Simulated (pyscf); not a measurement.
Structures and frequencies: ωB97X-D3(BJ)/def2-SVP in PySCF.

HO–Ge(F)(F)–F + H atom (H•) -> F–Ge•(F)–F + water (H₂O)
Surface: doublet. Broken: Ge–O. Formed: H–O. Give ΔE‡ and ΔE from ωB97M-D3(BJ)/def2-TZVP, relative to the separated reactants.

ΔE‡ = 17.2 kcal/mol, ΔE = -15.7 kcal/mol. Zero-point energy shifts the barrier by +0.7 kcal/mol. It is a substitution at O, with an imaginary mode of 1750i cm⁻¹. On the product side the descent ends in a complex (not fully relaxed), 7.6 kcal/mol under the separated species and 39.6 kcal/mol under the saddle at ωB97X-D3(BJ)/def2-TZVP. At ωB97X-D3(BJ) the barrier from the zero used here is 20.1 kcal/mol. This is the saddle that the search found; another between the same sides may lie lower. The angle at the attacked O is 148°. Elements up to Kr have no core potential and no relativistic terms here.
